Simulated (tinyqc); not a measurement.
CIS on RHF in the sto-3g basis, frozen core, for H2O, spin multiplicity 1, step by step. Computed by tinyqc, a small Python program that keeps every step (integrals from PySCF). Settings: charge = 0, multiplicity = 1, basis = sto-3g, method = RHF, frozen orbitals = 1, energy threshold = 1e-10, iteration cap = 59, orthogonalisation = symmetric, start = core, DIIS depth = 6. Command: `OMP_NUM_THREADS=1 python tinyqc.py 26331 26332 out.jsonl` (the two numbers bound the seeds that draw the settings). One thread of a shared host (Intel(R) Xeon(R) Processor @ 2.60GHz), about 0.07 s of CPU time with the checks. The early iterations of the SCF are left out here.

## One-electron integrals

Geometry (angstrom):
```
atom         x          y         z
O     0.000000   0.000000  0.000000
H     0.000000   0.791000  0.606000
H     0.000000  -0.791000  0.606000
```

Basis sto-3g: exponents (1/bohr^2) and contraction coefficients of normalised primitives:
```
element  l (shell)    exponent  coefficient
O            s (1)  130.709320     0.154329
O            s (1)   23.808861     0.535328
O            s (1)    6.443608     0.444635
O            s (2)    5.033151    -0.099967
O            s (2)    1.169596     0.399513
O            s (2)    0.380389     0.700115
O            p (3)    5.033151     0.155916
O            p (3)    1.169596     0.607684
O            p (3)    0.380389     0.391957
H            s (1)    3.425251     0.154329
H            s (1)    0.623914     0.535328
H            s (1)    0.168855     0.444635
```

Overlap, kinetic and nuclear-attraction integrals over the contracted functions; the nuclear repulsion is the sum of Za Zb / Rab.

nuclear repulsion = 8.83147978 hartree

overlap S, order 1O 1s, 1O 2s, 1O 2px, 1O 2py, 1O 2pz, 2H 1s, 3H 1s:
```
[[1.000000, 0.236704, 0.000000, 0.000000, 0.000000, 0.049166, 0.049166],
 [0.236704, 1.000000, 0.000000, 0.000000, 0.000000, 0.449406, 0.449406],
 [0.000000, 0.000000, 1.000000, 0.000000, 0.000000, 0.000000, 0.000000],
 [0.000000, 0.000000, 0.000000, 1.000000, 0.000000, 0.301247, -0.301247],
 [0.000000, 0.000000, 0.000000, 0.000000, 1.000000, 0.230791, 0.230791],
 [0.049166, 0.449406, 0.000000, 0.301247, 0.230791, 1.000000, 0.228031],
 [0.049166, 0.449406, 0.000000, -0.301247, 0.230791, 0.228031, 1.000000]]
```

kinetic energy T (hartree), order 1O 1s, 1O 2s, 1O 2px, 1O 2py, 1O 2pz, 2H 1s, 3H 1s:
```
[[29.003200, -0.168011, 0.000000, 0.000000, 0.000000, -0.004934, -0.004934],
 [-0.168011, 0.808128, 0.000000, 0.000000, 0.000000, 0.110573, 0.110573],
 [0.000000, 0.000000, 2.528731, 0.000000, 0.000000, 0.000000, 0.000000],
 [0.000000, 0.000000, 0.000000, 2.528731, 0.000000, 0.202385, -0.202385],
 [0.000000, 0.000000, 0.000000, 0.000000, 2.528731, 0.155051, 0.155051],
 [-0.004934, 0.110573, 0.000000, 0.202385, 0.155051, 0.760032, 0.003556],
 [-0.004934, 0.110573, 0.000000, -0.202385, 0.155051, 0.003556, 0.760032]]
```

nuclear attraction V (hartree), order 1O 1s, 1O 2s, 1O 2px, 1O 2py, 1O 2pz, 2H 1s, 3H 1s:
```
[[-61.680578, -7.434488, 0.000000, 0.000000, -0.017423, -1.586800, -1.586800],
 [-7.434488, -10.103086, 0.000000, 0.000000, -0.207683, -3.605041, -3.605041],
 [0.000000, 0.000000, -9.953733, 0.000000, 0.000000, 0.000000, 0.000000],
 [0.000000, 0.000000, 0.000000, -10.097514, 0.000000, -2.143479, 2.143479],
 [-0.017423, -0.207683, 0.000000, 0.000000, -10.038124, -1.706285, -1.706285],
 [-1.586800, -3.605041, 0.000000, -2.143479, -1.706285, -5.676259, -1.429490],
 [-1.586800, -3.605041, 0.000000, 2.143479, -1.706285, -1.429490, -5.676259]]
```

core Hamiltonian H = T + V (hartree), order 1O 1s, 1O 2s, 1O 2px, 1O 2py, 1O 2pz, 2H 1s, 3H 1s:
```
[[-32.677378, -7.602499, 0.000000, 0.000000, -0.017423, -1.591734, -1.591734],
 [-7.602499, -9.294958, 0.000000, 0.000000, -0.207683, -3.494469, -3.494469],
 [0.000000, 0.000000, -7.425002, 0.000000, 0.000000, 0.000000, 0.000000],
 [0.000000, 0.000000, 0.000000, -7.568783, 0.000000, -1.941094, 1.941094],
 [-0.017423, -0.207683, 0.000000, 0.000000, -7.509393, -1.551234, -1.551234],
 [-1.591734, -3.494469, 0.000000, -1.941094, -1.551234, -4.916227, -1.425935],
 [-1.591734, -3.494469, 0.000000, 1.941094, -1.551234, -1.425935, -4.916227]]
```

## Two-electron integrals

Functions are numbered as in S; the eight-fold symmetry (ij|kl) = (ji|kl) = (kl|ij) leaves the list below.

Two-electron integrals (ij|kl) in chemists' order, unique and non-zero (hartree):
```
(11|11) 4.785065    (21|11) 0.741380    (21|21) 0.136873    (22|11) 1.118947
(22|21) 0.256633    (22|22) 0.817206    (31|31) 0.024477    (32|31) 0.037809
(32|32) 0.180518    (33|11) 1.115814    (33|21) 0.256684    (33|22) 0.817023
(33|33) 0.880159    (41|41) 0.024477    (42|41) 0.037809    (42|42) 0.180518
(43|43) 0.047444    (44|11) 1.115814    (44|21) 0.256684    (44|22) 0.817023
(44|33) 0.785270    (44|44) 0.880159    (51|51) 0.024477    (52|51) 0.037809
(52|52) 0.180518    (53|53) 0.047444    (54|54) 0.047444    (55|11) 1.115814
(55|21) 0.256684    (55|22) 0.817023    (55|33) 0.785270    (55|44) 0.785270
(55|55) 0.880159    (61|11) 0.156301    (61|21) 0.028610    (61|22) 0.053288
(61|33) 0.053185    (61|41) 0.001048    (61|42) 0.001960    (61|44) 0.053384
(61|51) 0.000803    (61|52) 0.001502    (61|54) 0.000152    (61|55) 0.053302
(61|61) 0.006058    (62|11) 0.377024    (62|21) 0.087541    (62|22) 0.308260
(62|33) 0.303050    (62|41) 0.005213    (62|42) 0.039682    (62|44) 0.312715
(62|51) 0.003994    (62|52) 0.030401    (62|54) 0.007405    (62|55) 0.308723
(62|61) 0.018650    (62|62) 0.143492    (63|31) 0.009199    (63|32) 0.053407
(63|43) 0.008263    (63|53) 0.006330    (63|63) 0.020544    (64|11) 0.214437
(64|21) 0.050438    (64|22) 0.189662    (64|33) 0.181040    (64|41) 0.011833
(64|42) 0.076553    (64|44) 0.203319    (64|51) 0.002018    (64|52) 0.017732
(64|54) 0.010738    (64|55) 0.184417    (64|61) 0.011224    (64|62) 0.107237
(64|64) 0.099769    (65|11) 0.164284    (65|21) 0.038642    (65|22) 0.145304
(65|33) 0.138698    (65|41) 0.002018    (65|42) 0.017732    (65|44) 0.143106
(65|51) 0.010745    (65|52) 0.066992    (65|54) 0.011640    (65|55) 0.153946
(65|61) 0.008599    (65|62) 0.082156    (65|64) 0.060696    (65|65) 0.067044
(66|11) 0.513892    (66|21) 0.121261    (66|22) 0.489359    (66|33) 0.469524
(66|41) 0.009427    (66|42) 0.098642    (66|44) 0.506638    (66|51) 0.007222
(66|52) 0.075572    (66|54) 0.028433    (66|55) 0.491307    (66|61) 0.026070
(66|62) 0.285610    (66|64) 0.243713    (66|65) 0.186713    (66|66) 0.774606
(71|11) 0.156301    (71|21) 0.028610    (71|22) 0.053288    (71|33) 0.053185
(71|41) -0.001048   (71|42) -0.001960   (71|44) 0.053384    (71|51) 0.000803
(71|52) 0.001502    (71|54) -0.000152   (71|55) 0.053302    (71|61) 0.005963
(71|62) 0.018056    (71|64) 0.009923    (71|65) 0.008332    (71|66) 0.024952
(71|71) 0.006058    (72|11) 0.377024    (72|21) 0.087541    (72|22) 0.308260
(72|33) 0.303050    (72|41) -0.005213   (72|42) -0.039682   (72|44) 0.312715
(72|51) 0.003994    (72|52) 0.030401    (72|54) -0.007405   (72|55) 0.308723
(72|61) 0.018056    (72|62) 0.116331    (72|64) 0.059911    (72|65) 0.064759
(72|66) 0.190101    (72|71) 0.018650    (72|72) 0.143492    (73|31) 0.009199
(73|32) 0.053407    (73|43) -0.008263   (73|53) 0.006330    (73|63) 0.016103
(73|73) 0.020544    (74|11) -0.214437   (74|21) -0.050438   (74|22) -0.189662
(74|33) -0.181040   (74|41) 0.011833    (74|42) 0.076553    (74|44) -0.203319
(74|51) -0.002018   (74|52) -0.017732   (74|54) 0.010738    (74|55) -0.184417
(74|61) -0.009923   (74|62) -0.059911   (74|64) -0.015229   (74|65) -0.032604
(74|66) -0.086748   (74|71) -0.011224   (74|72) -0.107237   (74|74) 0.099769
(75|11) 0.164284    (75|21) 0.038642    (75|22) 0.145304    (75|33) 0.138698
(75|41) -0.002018   (75|42) -0.017732   (75|44) 0.143106    (75|51) 0.010745
(75|52) 0.066992    (75|54) -0.011640   (75|55) 0.153946    (75|61) 0.008332
(75|62) 0.064759    (75|64) 0.032604    (75|65) 0.051602    (75|66) 0.115903
(75|71) 0.008599    (75|72) 0.082156    (75|74) -0.060696   (75|75) 0.067044
(76|11) 0.142181    (76|21) 0.033308    (76|22) 0.126977    (76|33) 0.124053
(76|44) 0.126592    (76|51) 0.002401    (76|52) 0.021595    (76|55) 0.130148
(76|61) 0.007021    (76|62) 0.058368    (76|64) 0.037665    (76|65) 0.037567
(76|66) 0.119472    (76|71) 0.007021    (76|72) 0.058368    (76|74) -0.037665
(76|75) 0.037567    (76|76) 0.028993    (77|11) 0.513892    (77|21) 0.121261
(77|22) 0.489359    (77|33) 0.469524    (77|41) -0.009427   (77|42) -0.098642
(77|44) 0.506638    (77|51) 0.007222    (77|52) 0.075572    (77|54) -0.028433
(77|55) 0.491307    (77|61) 0.024952    (77|62) 0.190101    (77|64) 0.086748
(77|65) 0.115903    (77|66) 0.329484    (77|71) 0.026070    (77|72) 0.285610
(77|74) -0.243713   (77|75) 0.186713    (77|76) 0.119472    (77|77) 0.774606
```

## Orthogonalisation

S = U s U^T; symmetric (Loewdin) form X = U s^(-1/2) U^T, so that X^T S X = 1.

eigenvalues of S: [0.368031, 0.444963, 0.886197, 1.000000, 1.094368, 1.327005, 1.879435]

X, order 1O 1s, 1O 2s, 1O 2px, 1O 2py, 1O 2pz, 2H 1s, 3H 1s:
```
[[1.024052, -0.141478, 0.000000, 0.000000, -0.009406, 0.021263, 0.021263],
 [-0.141478, 1.218551, 0.000000, 0.000000, 0.098855, -0.273840, -0.273840],
 [0.000000, 0.000000, 1.000000, 0.000000, 0.000000, 0.000000, 0.000000],
 [0.000000, 0.000000, 0.000000, 1.102037, 0.000000, -0.215521, 0.215521],
 [-0.009406, 0.098855, 0.000000, 0.000000, 1.049702, -0.138153, -0.138153],
 [0.021263, -0.273840, 0.000000, -0.215521, -0.138153, 1.184435, -0.080742],
 [0.021263, -0.273840, 0.000000, 0.215521, -0.138153, -0.080742, 1.184435]]
```

## Iteration 8 (converged): orbitals

converged F (hartree), order 1O 1s, 1O 2s, 1O 2px, 1O 2py, 1O 2pz, 2H 1s, 3H 1s:
```
[[-20.237288, -5.162798, 0.000000, 0.000000, -0.028265, -1.089709, -1.089709],
 [-5.162798, -2.433474, 0.000000, 0.000000, -0.109763, -0.957773, -0.957773],
 [0.000000, 0.000000, -0.388650, 0.000000, 0.000000, 0.000000, 0.000000],
 [0.000000, 0.000000, 0.000000, -0.292146, 0.000000, -0.387377, 0.387377],
 [-0.028265, -0.109763, 0.000000, 0.000000, -0.327709, -0.353046, -0.353046],
 [-1.089709, -0.957773, 0.000000, -0.387377, -0.353046, -0.527726, -0.345592],
 [-1.089709, -0.957773, 0.000000, 0.387377, -0.353046, -0.345592, -0.527726]]
```

Diagonalise F' = X^T F X, C = X C', fill 5 alpha and 5 beta electrons from the bottom; D = 2 C_occ C_occ^T. Each column has its largest component positive (the first on a tie).

F' = X^T F X (hartree):
```
[[-19.858894, -2.693317, 0.000000, 0.000000, -0.055552, -0.157138, -0.157138],
 [-2.693317, -1.250429, 0.000000, 0.000000, 0.112706, -0.485772, -0.485772],
 [0.000000, 0.000000, -0.388650, 0.000000, 0.000000, 0.000000, 0.000000],
 [0.000000, 0.000000, 0.000000, -0.003701, 0.000000, -0.457044, 0.457044],
 [-0.055552, 0.112706, 0.000000, 0.000000, -0.181172, -0.322908, -0.322908],
 [-0.157138, -0.485772, 0.000000, -0.457044, -0.322908, 0.009563, -0.094268],
 [-0.157138, -0.485772, 0.000000, 0.457044, -0.322908, -0.094268, 0.009563]]
```

orbital energies (hartree): [-20.245954, -1.248727, -0.598525, -0.446902, -0.388650, 0.566385, 0.698655]

coefficients C, order 1O 1s, 1O 2s, 1O 2px, 1O 2py, 1O 2pz, 2H 1s, 3H 1s:
```
[[0.994220, -0.234434, 0.000000, 0.100617, 0.000000, -0.127025, 0.000000],
 [0.025781, 0.848133, 0.000000, -0.521585, 0.000000, 0.820114, 0.000000],
 [0.000000, 0.000000, 0.000000, 0.000000, 1.000000, 0.000000, 0.000000],
 [0.000000, 0.000000, 0.604519, 0.000000, 0.000000, 0.000000, 0.970536],
 [0.003962, 0.115811, 0.000000, 0.770097, 0.000000, 0.737177, 0.000000],
 [-0.005554, 0.155715, 0.447214, 0.292506, 0.000000, -0.770557, -0.804229],
 [-0.005554, 0.155715, -0.447214, 0.292506, 0.000000, -0.770557, 0.804229]]
```

D after iteration 8, order 1O 1s, 1O 2s, 1O 2px, 1O 2py, 1O 2pz, 2H 1s, 3H 1s:
```
[[2.107113, -0.451360, 0.000000, 0.000000, 0.108548, -0.025191, -0.025191],
 [-0.451360, 1.984089, 0.000000, 0.000000, -0.606692, -0.041286, -0.041286],
 [0.000000, 0.000000, 2.000000, 0.000000, 0.000000, 0.000000, 0.000000],
 [0.000000, 0.000000, 0.000000, 0.730886, 0.000000, 0.540699, -0.540699],
 [0.108548, -0.606692, 0.000000, 0.000000, 1.212954, 0.486539, 0.486539],
 [-0.025191, -0.041286, 0.000000, 0.540699, 0.486539, 0.619677, -0.180326],
 [-0.025191, -0.041286, 0.000000, -0.540699, 0.486539, -0.180326, 0.619677]]
```

## Convergence

Stop when the energy changes by less than 1e-10 hartree and every element of the error matrix X^T (F D S - S D F) X is below 3e-06.

Course of the cycle:
```
iteration   E (hartree)     change  largest element of the error matrix
1          -73.25239071          -                             6.55e-01
2          -74.93390023  -1.68e+00                             1.32e-01
3          -74.96322336  -2.93e-02                             3.06e-02
4          -74.96451804  -1.29e-03                             4.02e-03
5          -74.96457701  -5.90e-05                             1.18e-03
6          -74.96458153  -4.52e-06                             1.10e-04
7          -74.96458156  -3.20e-08                             1.53e-07
8          -74.96458156  -5.68e-14                             3.52e-09
```

PySCF RHF in the same basis = -74.96458156 hartree

Converged in 8 iterations.

## Integrals over molecular orbitals

(pq|rs) = sum C_ip C_jq C_kr C_ls (ij|kl), one index at a time.

one-electron integrals over orbitals h = C^T H C (hartree):
```
[[-32.660016, 0.560637, 0.000000, -0.227855, 0.000000, 0.292212, 0.000000],
 [0.560637, -7.632446, 0.000000, 0.461709, 0.000000, -1.339460, 0.000000],
 [0.000000, 0.000000, -6.261175, 0.000000, 0.000000, 0.000000, -1.727609],
 [-0.227855, 0.461709, 0.000000, -6.888663, 0.000000, -1.140760, 0.000000],
 [0.000000, 0.000000, 0.000000, 0.000000, -7.425002, 0.000000, 0.000000],
 [0.292212, -1.339460, 0.000000, -1.140760, 0.000000, -5.320372, 0.000000],
 [0.000000, 0.000000, -1.727609, 0.000000, 0.000000, 0.000000, -5.583923]]
```

Two-electron integrals over orbitals (pq|rs), unique and non-zero (hartree); the lowest 1 orbital is frozen and left out:
```
(22|22) 0.725106    (32|32) 0.140980    (33|22) 0.636312    (33|33) 0.621687
(42|22) -0.003732   (42|33) 0.006231    (42|42) 0.126377    (43|32) 0.022709
(43|43) 0.049070    (44|22) 0.673025    (44|33) 0.589519    (44|42) -0.103086
(44|44) 0.762976    (52|52) 0.145903    (53|53) 0.028050    (54|52) -0.046217
(54|54) 0.053991    (55|22) 0.748606    (55|33) 0.620937    (55|42) -0.072181
(55|44) 0.720194    (55|55) 0.880159    (62|22) 0.140177    (62|33) 0.072814
(62|42) 0.023478    (62|44) 0.082051    (62|55) 0.154607    (62|62) 0.099927
(63|32) -0.040199   (63|43) -0.031295   (63|63) 0.072730    (64|22) 0.103004
(64|33) 0.044405    (64|42) -0.035598   (64|44) 0.125137    (64|55) 0.124660
(64|62) 0.061538    (64|64) 0.075406    (65|52) 0.057322    (65|54) 0.000169
(65|65) 0.037449    (66|22) 0.607617    (66|33) 0.565282    (66|42) 0.056242
(66|44) 0.547427    (66|55) 0.585301    (66|62) 0.095331    (66|64) 0.046406
(66|66) 0.592911    (72|32) 0.044353    (72|43) -0.033146   (72|63) 0.034024
(72|72) 0.063623    (73|22) 0.145337    (73|33) 0.089787    (73|42) -0.076593
(73|44) 0.156314    (73|55) 0.193341    (73|62) 0.075013    (73|64) 0.084086
(73|66) 0.039501    (73|73) 0.154083    (74|32) -0.076056   (74|43) -0.001762
(74|63) 0.047336    (74|72) -0.017003   (74|74) 0.069266    (75|53) 0.023780
(75|75) 0.024637    (76|32) 0.095908    (76|43) 0.051770    (76|63) -0.065805
(76|72) -0.008140   (76|74) -0.058584   (76|76) 0.115080    (77|22) 0.620018
(77|33) 0.602958    (77|42) -0.015680   (77|44) 0.601255    (77|55) 0.621337
(77|62) 0.067222    (77|64) 0.044326    (77|66) 0.561822    (77|73) 0.094625
(77|77) 0.613724
```

## CIS matrix, singlets

A(ia,jb) = (e_a - e_i) d_ij d_ab + 2 (ia|jb) - (ij|ab).

CIS matrix A, singlet (hartree), order 2>6, 2>7, 3>6, 3>7, 4>6, 4>7, 5>6, 5>7:
```
[[1.407349, 0.000000, 0.000000, 0.054119, 0.066834, 0.000000, 0.000000, 0.000000],
 [0.000000, 1.454610, -0.027860, 0.000000, 0.000000, -0.018326, 0.000000, 0.000000],
 [0.000000, -0.027860, 0.745087, 0.000000, 0.000000, 0.042902, 0.000000, 0.000000],
 [0.054119, 0.000000, 0.000000, 1.002388, 0.116402, 0.000000, 0.000000, 0.000000],
 [0.066834, 0.000000, 0.000000, 0.116402, 0.616673, 0.000000, 0.000000, 0.000000],
 [0.000000, -0.018326, 0.042902, 0.000000, 0.000000, 0.682836, 0.000000, 0.000000],
 [0.000000, 0.000000, 0.000000, 0.000000, 0.000000, 0.000000, 0.444632, 0.000000],
 [0.000000, 0.000000, 0.000000, 0.000000, 0.000000, 0.000000, 0.000000, 0.515243]]
```

## CIS singlet states

dipole integrals <i|r|a> (bohr), order 2>6, 2>7, 3>6, 3>7, 4>6, 4>7, 5>6, 5>7:
```
[[0.000000, 0.000000, -0.093136],
 [0.000000, -0.126632, 0.000000],
 [0.000000, -0.860683, 0.000000],
 [0.000000, 0.000000, -0.651574],
 [0.000000, 0.000000, -0.502705],
 [0.000000, -0.695283, 0.000000],
 [0.074025, 0.000000, 0.000000],
 [0.000000, 0.000000, 0.000000]]
```

Diagonalise A (1 hartree = 27.211386 eV); each vector has its largest component positive (the first on a tie). The transition dipole is mu = sqrt2 sum c_ia <i|r|a>.

singlet excitation energies (eV): [12.099056, 14.020488, 15.815712, 17.985106, 20.826816, 27.816383, 38.720717, 39.625798]

lowest vectors, order 2>6, 2>7, 3>6, 3>7, 4>6, 4>7, 5>6, 5>7:
```
[[0.000000, 0.000000, -0.061051, 0.000000, 0.000000, -0.176428],
 [0.000000, 0.000000, 0.000000, 0.004685, 0.048024, 0.000000],
 [0.000000, 0.000000, 0.000000, -0.452982, 0.890590, 0.000000],
 [0.000000, 0.000000, -0.258597, 0.000000, 0.000000, 0.953444],
 [0.000000, 0.000000, 0.964054, 0.000000, 0.000000, 0.244578],
 [0.000000, 0.000000, 0.000000, 0.891507, 0.452264, 0.000000],
 [1.000000, 0.000000, 0.000000, 0.000000, 0.000000, 0.000000],
 [0.000000, 1.000000, 0.000000, 0.000000, 0.000000, 0.000000]]
```

oscillator strengths 2/3 w |mu|^2: [0.003249, 0.000000, 0.074691, 0.046849, 1.205894, 0.721877]

## CIS matrix, triplets

A(ia,jb) = (e_a - e_i) d_ij d_ab - (ij|ab).

CIS matrix A, triplet (hartree), order 2>6, 2>7, 3>6, 3>7, 4>6, 4>7, 5>6, 5>7:
```
[[1.207495, 0.000000, 0.000000, -0.095908, -0.056242, 0.000000, 0.000000, 0.000000],
 [0.000000, 1.327365, -0.095908, 0.000000, 0.000000, 0.015680, 0.000000, 0.000000],
 [0.000000, -0.095908, 0.599628, 0.000000, 0.000000, -0.051770, 0.000000, 0.000000],
 [-0.095908, 0.000000, 0.000000, 0.694222, -0.051770, 0.000000, 0.000000, 0.000000],
 [-0.056242, 0.000000, 0.000000, -0.051770, 0.465860, 0.000000, 0.000000, 0.000000],
 [0.000000, 0.015680, -0.051770, 0.000000, 0.000000, 0.544303, 0.000000, 0.000000],
 [0.000000, 0.000000, 0.000000, 0.000000, 0.000000, 0.000000, 0.369734, 0.000000],
 [0.000000, 0.000000, 0.000000, 0.000000, 0.000000, 0.000000, 0.000000, 0.465969]]
```

## CIS triplet states

Diagonalise A (1 hartree = 27.211386 eV); each vector has its largest component positive (the first on a tie).

triplet excitation energies (eV): [10.060974, 12.162588, 12.679659, 13.919899, 16.852952, 18.856418, 33.406048, 36.474515]

lowest vectors, order 2>6, 2>7, 3>6, 3>7, 4>6, 4>7, 5>6, 5>7:
```
[[0.000000, 0.101828, 0.000000, 0.000000, 0.000000, 0.150183],
 [0.000000, 0.000000, 0.000000, 0.047902, 0.124335, 0.000000],
 [0.000000, 0.000000, 0.000000, 0.544388, 0.828657, 0.000000],
 [0.000000, 0.241556, 0.000000, 0.000000, 0.000000, 0.955221],
 [0.000000, 0.965029, 0.000000, 0.000000, 0.000000, -0.254948],
 [0.000000, 0.000000, 0.000000, 0.837465, -0.545774, 0.000000],
 [1.000000, 0.000000, 0.000000, 0.000000, 0.000000, 0.000000],
 [0.000000, 0.000000, 1.000000, 0.000000, 0.000000, 0.000000]]
```
